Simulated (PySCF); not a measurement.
## Frontier orbitals and the lowest excitations

Species: C2H4FP.
Cartesian coordinates in Å at the GFN2-xTB level; atoms count from 1:
```
atom  x, y, z in Å
C1    -0.705   -0.448    0.215
C2     0.193    0.690   -0.114
F3    -0.450    1.879   -0.064
P4     1.820    0.727   -0.524
H5    -1.543   -0.472   -0.485
H6    -1.118   -0.316    1.216
H7    -0.170   -1.392    0.167
H8     1.981   -0.658   -0.435
```

Level of theory: TDDFT CAM-B3LYP/def2-SVPD, vertical, gas phase, core orbitals frozen in the response (PySCF).

Kohn–Sham orbitals with the atoms that hold most of them (Löwdin shares over 4%, at most four atoms; ? is withheld):

```
orbital  ε (eV)                           atoms
 HOMO-3  -13.27   C1 37%, H7 22%, F3 13%, C2 8%
 HOMO-2  -11.91  F3 38%, P4 22%, C2 16%, H8 12%
 HOMO-1   -9.59                               ?
   HOMO   -8.44   P4 42%, C2 34%, F3 11%, C1 6%
   LUMO   -0.39                               ?
 LUMO+1    1.15  C1 23%, P4 20%, C2 17%, H8 12%
 LUMO+2    1.94  P4 28%, C1 20%, H6 12%, H5 12%
```

Q: Which atoms hold the HOMO-1, and with what shares?

A: P4 (bonded to C and H) 66%; C2 (bonded to C, F and P) 13%; H8 (bonded to P) 11%; C1 (bonded to C and 3 H) 6%. By element: phosphorus 66%, carbon 19%, hydrogen 11% or more.

Q: Which atoms hold the LUMO, and with what shares?

A: P4 (bonded to C and H) 42%; C2 (bonded to C, F and P) 34%; F3 (bonded to C) 8%; H8 (bonded to P) 6%.

Q: How does S1 compare with the orbital gap of 8.05 eV?

A: S1 is at 5.29 eV (f = 0.010), 2.76 eV below the gap, made of HOMO-1→LUMO (98%). Its leading pair isn't HOMO and LUMO; the energies of that pair differ by 9.20 eV. Without the coupling terms of the response equations the lowest excitation would equal the gap.

Q: Give energy, strength and leading configuration of S1, S2, S3 and S6, and follow the Löwdin shares of the leading atoms from the occupied to the empty orbital.

A: 
- S1 (5.29 eV, f 0.010), HOMO-1→LUMO (98%): P4 66% → 42%, C2 13% → 34%
- S2 (5.44 eV, f 0.272), HOMO→LUMO (94%): P4 42% → 42%, C2 34% → 34%
- S3 (6.10 eV, f 0.010), HOMO→LUMO+1 (73%): P4 42% → 20%, C2 34% → 17%, C1 6% → 23%
- S6 (7.70 eV, f 0.092), HOMO-1→LUMO+1 (86%): P4 66% → 20%, C2 13% → 17%, C1 6% → 23%

Löwdin shares depend on the basis, the more so with diffuse functions.
